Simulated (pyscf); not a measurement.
Single points on ωB97X-D3(BJ)/def2-SVP structures (PySCF, gas phase).

Estimate by transition-state theory the rate constant of [H₂N–B–NH₂]• + hydrogen chloride (HCl) → H₂N–B(NH₂)–Cl + H atom (H•) (doublet surface; Cl–H broken, B–Cl formed) at 600 K, with ωB97M-D3(BJ)/def2-TZVP energies (ideal gas, 1 atm, RRHO with modes under 100 cm⁻¹ raised to 100, one conformer, R ln 2 for chiral ones without a mode under 150 cm⁻¹; no tunnelling).

The electronic barrier is 8.3 kcal/mol and the thermal terms add +17.4, so ΔG‡ = 25.7 kcal/mol. With k_BT/h = 1.25e+13 s⁻¹ and RT = 1.192 kcal/mol, and a volume of 8.18e-20 cm³ per molecule at 1 atm, k = 4.3e-16 cm³ molecule⁻¹ s⁻¹. Wigner's tunnelling factor for 462i cm⁻¹ would be 1.05. A shift of 1 kcal/mol in the barrier changes k by a factor 2.3. One saddle was located; it need not be the lowest between these sides. The angle at the transferred Cl is 180°.
